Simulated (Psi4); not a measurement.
# CAM-B3LYP/def2-SVP (density fitting, scan variable d6) run of AlNH4 (AlH2(NH2))

Wanted: an energy scan of AlNH4 (AlH2(NH2)). 

The results are computed with Psi4 1.11.

### Step 1. The molecule

AlNH4: 6 atoms, total charge 0, spin state singlet. As SMILES, `[H][Al]([H])[NH2]`. Geometry: a GFN2-xTB relaxation, a rough one for these elements and not checked as a minimum.

Bond lengths: Al1–N4 1.775 Å, Al1–H2 1.541 Å, Al1–H3 1.542 Å, N4–H5 1.014 Å, N4–H6 1.014 Å. Angles: Al1–N4–H5 127.0°, Al1–N4–H6 126.7°, H2–Al1–N4 121.7°, H3–Al1–N4 121.7°, H5–N4–H6 106.3°, H2–Al1–H3 116.6°.

### Step 2. An energy scan at CAM-B3LYP/def2-SVP (density fitting, scan variable d6)

File calc.dat:

```
memory 1.6 GB

molecule geom {
  0 1
  Al
  H 1 R2
  H 1 R3 2 A3
  N 1 R4 2 A4 3 D4
  H 4 R5 1 A5 2 D5
  H 4 R6 5 A6 1 D6

  R2 = 1.540981
  R3 = 1.542062
  A3 = 116.57065
  R4 = 1.775423
  A4 = 121.6953
  D4 = -179.93193
  R5 = 1.01413
  A5 = 127.00947
  D5 = -93.23366
  R6 = 1.014276
  A6 = 106.31125
  D6 = 179.82272
  units angstrom
  symmetry c1
}

set basis def2-SVP
set reference rks

values = [89.8, 112.3, 134.8, 157.3, 179.8, 202.3, 224.8, 247.3, 269.8]
energies = []
for x in values:
    geom.D6 = x
    energies.append(energy('cam-b3lyp'))
    clean()

print('        D6   E / Eh          dE / kcal/mol')
for x, en in zip(values, energies):
    print(f'  {x:8.3f}   {en:14.8f}  {(en - min(energies)) * 627.509474:10.3f}')
```

The run is started by

```bash
$ psi4 calc.dat calc.out -n 1
```

calc.out:

```text
Psi4 1.11 release

Molecule: Setting geometry variable D6 to 89.800000

   => Loading Basis Set <=

    Name: DEF2-SVP
    Role: ORBITAL
    Keyword: BASIS

         ---------------------------------------------------------
                                   SCF
                              RKS Reference
                        1 Threads,   1525 MiB Core
         ---------------------------------------------------------

  ==> Geometry <==

    Molecular point group: c1
    Full point group: C1

    Geometry (in Angstrom), charge = 0, multiplicity = 1:

       Center              X                  Y                   Z               Mass
    ------------   -----------------  -----------------  -----------------  -----------------
         AL          -0.011198794796     0.503176484123     0.337152930107    26.981538530000
         H           -0.011198794796     0.503176484123     1.878133930107     1.007825032230
         H           -0.011198794796     1.882371271248    -0.352612936700     1.007825032230
         N           -0.012993487141    -1.007448586089    -0.595657610814    14.003074004430
         H            0.794947325629    -1.503814376715    -0.955257808055     1.007825032230
         H           -0.292199020587    -0.354954031125    -1.320261592317     1.007825032230

  Running in c1 symmetry.

  Rotational constants: A =      3.34857  B =      0.44321  C =      0.40402 [cm^-1]
  Rotational constants: A = 100387.72616  B =  13287.02689  C =  12112.22989 [MHz]
  Nuclear repulsion =   53.484603552809659

  Charge       = 0
  Multiplicity = 1
  Electrons    = 24
  Nalpha       = 12
  Nbeta        = 12

  ==> Algorithm <==

  SCF Algorithm Type is DF.
  DIIS enabled.
  MOM disabled.
  Fractional occupation disabled.
  Guess Type is SAD.
  Energy threshold   = 1.00e-06
  Density threshold  = 1.00e-06
  Integral threshold = 1.00e-12

  ==> Primary Basis <==

  Basis Set: DEF2-SVP
    Blend: DEF2-SVP
    Number of shells: 26
    Number of basis functions: 52
    Number of Cartesian functions: 54
    Spherical Harmonics?: true
    Max angular momentum: 2

  ==> DFT Potential <==

   => LibXC <=

    Version 7.1.2

   => Composite Functional: CAM-B3LYP <=

    CAM-B3LYP Hyb-GGA Exchange-Correlation Functional

    Deriv               =              1
    GGA                 =           TRUE
    Meta                =          FALSE

    Exchange Hybrid     =           TRUE
    MP2 Hybrid          =          FALSE

   => Exchange Functionals <=

    0.3500         Becke 88 [omega = 0.3300]
    0.4600   Short-range recipe for B88 functional - erf [omega = 0.3300]

   => Exact (HF) Exchange <=

    0.4600            HF,LR [omega = 0.3300]
    0.1900               HF

   => Correlation Functionals <=

    0.1900   Vosko, Wilk & Nusair (VWN5)
    0.8100   Lee, Yang & Parr

   => LibXC Density Thresholds  <==

    XC_HYB_GGA_XC_CAM_B3LYP:  1.00E-14

   => Molecular Quadrature <=

    Radial Scheme          =       TREUTLER
    Pruning Scheme         =           NONE
    Nuclear Scheme         =       TREUTLER

    Blocking Scheme        =         OCTREE
    BS radius alpha        =              1
    Pruning alpha          =              1
    Radial Points          =             75
    Spherical Points       =            302
    Total Points           =         131091
    Total Blocks           =           1055
    Max Points             =            256
    Max Functions          =             52
    Weights Tolerance      =       1.00E-15

   => Loading Basis Set <=

    Name: (DEF2-SVP AUX)
    Role: JKFIT
    Keyword: DF_BASIS_SCF

  ==> Integral Setup <==

  DFHelper Memory: AOs need 0.018 GiB; user supplied 0.941 GiB.
  SCF_SUBTYPE=INCORE selected. In-core MEM_DF algorithm will be used.
  Using in-core AOs.

  ==> MemDFJK: Density-Fitted J/K Matrices <==

    J tasked:                   Yes
    K tasked:                   Yes
    wK tasked:                  Yes
    Omega:                3.300E-01
    Memory [MiB]:               964
    Algorithm:                 Core
    Schwarz Cutoff:           1E-12
    Mask sparsity (%):       0.0740
    Fitting Condition:        1E-10

   => Auxiliary Basis Set <=

  Basis Set: (DEF2-SVP AUX)
    Blend: DEF2-UNIVERSAL-JKFIT
    Number of shells: 87
    Number of basis functions: 277
    Number of Cartesian functions: 328
    Spherical Harmonics?: true
    Max angular momentum: 4

  Cached 100.0% of DFT collocation blocks in 0.176 [GiB].

  Minimum eigenvalue in the overlap matrix is 1.8389978159E-02.
  Reciprocal condition number of the overlap matrix is 3.7372920082E-03.
    Using symmetric orthogonalization.

  ==> Pre-Iterations <==

  SCF Guess: Superposition of Atomic Densities via on-the-fly atomic UHF (no occupation information).

   -------------------------
    Irrep   Nso     Nmo
   -------------------------
     A         52      52
   -------------------------
    Total      52      52
   -------------------------

  ==> Iterations <==

                           Total Energy        Delta E     RMS |[F,P]|

   @DF-RKS iter SAD:  -298.83445636220205   -2.98834e+02   0.00000e+00
[... 3 lines left out ...]
   @DF-RKS iter   4:  -299.42457644936871   -1.09028e-03   1.57289e-04 ADIIS/DIIS
[... 3 lines left out ...]
   @DF-RKS iter   8:  -299.42462760904937   -2.00291e-08   5.11043e-07 DIIS
[... 36 lines left out ...]
    Nuclear Repulsion Energy =             53.4846035528096593
[... 3 lines left out ...]
    Empirical Dispersion Energy =           0.0000000000000000
[... 17 lines left out ...]
 Dipole Y            :         -0.0043426            0.0301100            0.0257674
[... 79 lines left out ...]
   @DF-RKS iter SAD:  -298.80140716399126   -2.98801e+02   0.00000e+00
[... 3 lines left out ...]
   @DF-RKS iter   4:  -299.43804248887420   -9.19823e-04   1.40629e-04 ADIIS/DIIS
[... 3 lines left out ...]
   @DF-RKS iter   8:  -299.43808341490120   -2.06508e-08   3.61867e-07 DIIS
[... 17 lines left out ...]
    Nuclear Repulsion Energy =             53.0058510469418849
[... 3 lines left out ...]
    Empirical Dispersion Energy =           0.0000000000000000
[... 17 lines left out ...]
 Dipole Y            :          0.1491161           -0.2303201           -0.0812040
[... 91 lines left out ...]
   @DF-RKS iter SAD:  -298.78231221121996   -2.98782e+02   0.00000e+00
[... 3 lines left out ...]
   @DF-RKS iter   4:  -299.44142398566504   -7.41402e-04   1.27862e-04 ADIIS/DIIS
[... 3 lines left out ...]
   @DF-RKS iter   8:  -299.44145718518058   -2.65655e-08   2.65874e-07 DIIS
[... 17 lines left out ...]
    Nuclear Repulsion Energy =             52.7101921201989825
[... 3 lines left out ...]
    Empirical Dispersion Energy =           0.0000000000000000
[... 17 lines left out ...]
 Dipole Y            :          0.2987811           -0.5193971           -0.2206160
[... 91 lines left out ...]
   @DF-RKS iter SAD:  -298.77274186592081   -2.98773e+02   0.00000e+00
[... 3 lines left out ...]
   @DF-RKS iter   4:  -299.44068724235433   -5.71929e-04   1.16002e-04 ADIIS/DIIS
[... 3 lines left out ...]
   @DF-RKS iter   8:  -299.44071144965687   -1.71589e-08   2.66764e-07 DIIS
[... 17 lines left out ...]
    Nuclear Repulsion Energy =             52.5489577435456781
[... 3 lines left out ...]
    Empirical Dispersion Energy =           0.0000000000000000
[... 17 lines left out ...]
 Dipole Y            :          0.4255779           -0.7931115           -0.3675336
[... 73 lines left out ...]
   @DF-RKS iter SAD:  -298.76983151172664   -2.98770e+02   0.00000e+00
[... 3 lines left out ...]
   @DF-RKS iter   4:  -299.44023244915269   -5.20772e-04   1.12356e-04 ADIIS/DIIS
[... 3 lines left out ...]
  Energy and wave function converged.
[... 17 lines left out ...]
    One-Electron Energy =                -518.2395718813814938
[... 3 lines left out ...]
    VV10 Nonlocal Energy =                  0.0000000000000000
[... 17 lines left out ...]
 Dipole Z            :          0.3218060           -0.6272081           -0.3054021
[... 73 lines left out ...]
   @DF-RKS iter   1:  -299.22130963011284   -4.48650e-01   1.36345e-02 ADIIS/DIIS
[... 3 lines left out ...]
   @DF-RKS iter   5:  -299.44167903606819   -2.60155e-05   2.60794e-05 DIIS
[... 3 lines left out ...]
  Energy and wave function converged.
[... 17 lines left out ...]
    One-Electron Energy =                -518.3328979063940096
[... 3 lines left out ...]
    VV10 Nonlocal Energy =                  0.0000000000000000
[... 17 lines left out ...]
 Dipole Z            :          0.1879178           -0.3254575           -0.1375397
[... 73 lines left out ...]
   @DF-RKS iter   1:  -299.22372840544358   -4.41596e-01   1.35675e-02 ADIIS/DIIS
[... 3 lines left out ...]
   @DF-RKS iter   5:  -299.44291702798250   -3.31644e-05   2.91709e-05 DIIS
[... 3 lines left out ...]
  Energy and wave function converged.
[... 17 lines left out ...]
    One-Electron Energy =                -518.6247286570991264
[... 3 lines left out ...]
    VV10 Nonlocal Energy =                  0.0000000000000000
[... 17 lines left out ...]
 Dipole Z            :          0.0464951           -0.0186409            0.0278542
[... 73 lines left out ...]
   @DF-RKS iter   1:  -299.22254167176055   -4.21451e-01   1.34688e-02 ADIIS/DIIS
[... 3 lines left out ...]
   @DF-RKS iter   5:  -299.43952883436953   -3.91960e-05   3.19769e-05 DIIS
[... 3 lines left out ...]
  Energy and wave function converged.
[... 1 line left out ...]
  ==> Post-Iterations <==

   Electrons on quadrature grid:
      Ntotal   =   23.9999966634 ; deviation = -3.337e-06

    Final Occupation by Irrep:
              A
    DOCC [    12 ]
    NA   [    12 ]
    NB   [    12 ]

  @DF-RKS Final Energy:  -299.43953189335218

   => Energetics <=

    Nuclear Repulsion Energy =             53.0000533996387659
    One-Electron Energy =                -519.1440097154978730
    Two-Electron Energy =                 186.8960416928135260
    DFT Exchange-Correlation Energy =     -20.1916172703066010
    Empirical Dispersion Energy =           0.0000000000000000
    VV10 Nonlocal Energy =                  0.0000000000000000
    Total Energy =                       -299.4395318933521821

Computation Completed

Properties will be evaluated at   0.000000,   0.000000,   0.000000 [a0]

Properties computed using the SCF density matrix

 Multipole Moments:

 ------------------------------------------------------------------------------------
     Multipole            Electronic (a.u.)      Nuclear  (a.u.)        Total (a.u.)
 ------------------------------------------------------------------------------------

 L = 1.  Multiply by 2.5417464519 to convert [e a0] to [Debye]
 Dipole X            :         -0.1095998            0.3525612            0.2429614
 Dipole Y            :          0.5088431           -1.0592210           -0.5503779
 Dipole Z            :         -0.0866403            0.2465316            0.1598913
 Magnitude           :                                                    0.6225041

 ------------------------------------------------------------------------------------

	total time  =          2 seconds =       0.03 minutes
Molecule: Setting geometry variable D6 to 269.800000

  ==> Geometry <==

    Molecular point group: c1
    Full point group: C1

    Geometry (in Angstrom), charge = 0, multiplicity = 1:

       Center              X                  Y                   Z               Mass
    ------------   -----------------  -----------------  -----------------  -----------------
         AL          -0.013538742610     0.526149798715     0.300184911454    26.981538530000
         H           -0.013538742610     0.526149798715     1.841165911454     1.007825032230
         H           -0.013538742610     1.905344585840    -0.389580955353     1.007825032230
         N           -0.015333434955    -0.984475271498    -0.632625629467    14.003074004430
         H            0.792607377815    -1.480841062124    -0.992225826709     1.007825032230
         H           -0.190021931139    -1.358115898901     0.293998574313     1.007825032230

  Running in c1 symmetry.

  Rotational constants: A =      3.34687  B =      0.44371  C =      0.40338 [cm^-1]
  Rotational constants: A = 100336.75581  B =  13302.12848  C =  12092.95125 [MHz]
  Nuclear repulsion =   53.474865854501303

  Charge       = 0
  Multiplicity = 1
  Electrons    = 24
  Nalpha       = 12
  Nbeta        = 12

   => Molecular Quadrature <=

    Radial Scheme          =       TREUTLER
    Pruning Scheme         =           NONE
    Nuclear Scheme         =       TREUTLER

    Blocking Scheme        =         OCTREE
    BS radius alpha        =              1
    Pruning alpha          =              1
    Radial Points          =             75
    Spherical Points       =            302
    Total Points           =         131051
    Total Blocks           =           1032
    Max Points             =            255
    Max Functions          =             52
    Weights Tolerance      =       1.00E-15

   => Auxiliary Basis Set <=

  Basis Set: (DEF2-SVP AUX)
    Blend: DEF2-UNIVERSAL-JKFIT
    Number of shells: 87
    Number of basis functions: 277
    Number of Cartesian functions: 328
    Spherical Harmonics?: true
    Max angular momentum: 4

  Cached 100.0% of DFT collocation blocks in 0.176 [GiB].

  Minimum eigenvalue in the overlap matrix is 1.8362752835E-02.
  Reciprocal condition number of the overlap matrix is 3.7333200721E-03.
    Using symmetric orthogonalization.

  ==> Iterations <==

                           Total Energy        Delta E     RMS |[F,P]|

   @DF-RKS iter SAD:  -298.83391209316011   -2.98834e+02   0.00000e+00
   @DF-RKS iter   1:  -299.21242562730538   -3.78514e-01   1.33277e-02 ADIIS/DIIS
   @DF-RKS iter   2:  -299.01932012473497    1.93106e-01   1.73775e-02 ADIIS/DIIS
   @DF-RKS iter   3:  -299.42465488091403   -4.05335e-01   7.96087e-04 ADIIS/DIIS
   @DF-RKS iter   4:  -299.42578725559315   -1.13237e-03   1.60293e-04 ADIIS/DIIS
   @DF-RKS iter   5:  -299.42583539673819   -4.81411e-05   3.54189e-05 DIIS
   @DF-RKS iter   6:  -299.42583882146033   -3.42472e-06   5.63073e-06 DIIS
   @DF-RKS iter   7:  -299.42583904891353   -2.27453e-07   1.95641e-06 DIIS
   @DF-RKS iter   8:  -299.42583906606023   -1.71467e-08   4.98643e-07 DIIS
  Energy and wave function converged.

  ==> Post-Iterations <==

   Electrons on quadrature grid:
      Ntotal   =   23.9999986361 ; deviation = -1.364e-06

    Orbital Energies [Eh]
    ---------------------

    Doubly Occupied:

       1A    -56.089341     2A    -14.373007     3A     -4.200172
       4A     -2.760344     5A     -2.753343     6A     -2.751653
       7A     -0.913104     8A     -0.563707     9A     -0.473200
      10A     -0.416722    11A     -0.352771    12A     -0.334446

    Virtual:

      13A     -0.000118    14A      0.051262    15A      0.109891
      16A      0.154131    17A      0.163452    18A      0.168584
      19A      0.223863    20A      0.333580    21A      0.367334
[... 9 lines of this table left out ...]
      49A      2.764017    50A      2.854240    51A      3.132792
      52A      3.413186

    Final Occupation by Irrep:
              A
    DOCC [    12 ]
    NA   [    12 ]
    NB   [    12 ]

  @DF-RKS Final Energy:  -299.42583906606023

   => Energetics <=

    Nuclear Repulsion Energy =             53.4748658545013029
    One-Electron Energy =                -519.9494443325077100
    Two-Electron Energy =                 187.2423335892908653
    DFT Exchange-Correlation Energy =     -20.1935941773446999
    Empirical Dispersion Energy =           0.0000000000000000
    VV10 Nonlocal Energy =                  0.0000000000000000
    Total Energy =                       -299.4258390660602345

Computation Completed

Properties will be evaluated at   0.000000,   0.000000,   0.000000 [a0]

Properties computed using the SCF density matrix

 Multipole Moments:

 ------------------------------------------------------------------------------------
     Multipole            Electronic (a.u.)      Nuclear  (a.u.)        Total (a.u.)
 ------------------------------------------------------------------------------------

 L = 1.  Multiply by 2.5417464519 to convert [e a0] to [Debye]
 Dipole X            :         -0.1854148            0.5521218            0.3667070
 Dipole Y            :          0.3963842           -0.8670859           -0.4707017
 Dipole Z            :         -0.1934599            0.4296900            0.2362301
 Magnitude           :                                                    0.6417466

 ------------------------------------------------------------------------------------

	total time  =          3 seconds =       0.05 minutes

    Psi4 run time: 0:00:25.54

[set-up sections that repeat, and orbital energies of the middle runs, are left out above]
```

On the terminal:

```text
D6   E / Eh          dE / kcal/mol
    89.800    -299.42462761      11.479
   112.300    -299.43808341       3.035
   134.800    -299.44145719       0.918
   157.300    -299.44071145       1.386
   179.800    -299.44025316       1.673
   202.300    -299.44168117       0.777
   224.800    -299.44291978       0.000
   247.300    -299.43953189       2.126
   269.800    -299.42583907      10.718
```

Wall time 27 s (1 thread of Intel Xeon Platinum 8488C (Sapphire Rapids), shared host); peak memory 0.54 GiB.

The scan, from its lowest point:

| H6–N4–H5–Al1 (°) | energy (kJ/mol) |
| --- | --- |
| 89.800 | 48.0 |
| 112.300 | 12.7 |
| 134.800 | 3.8 |
| 157.300 | 5.8 |
| 179.800 | 7.0 |
| 202.300 | 3.3 |
| 224.800 | 0.0 |
| 247.300 | 8.9 |
| 269.800 | 44.8 |
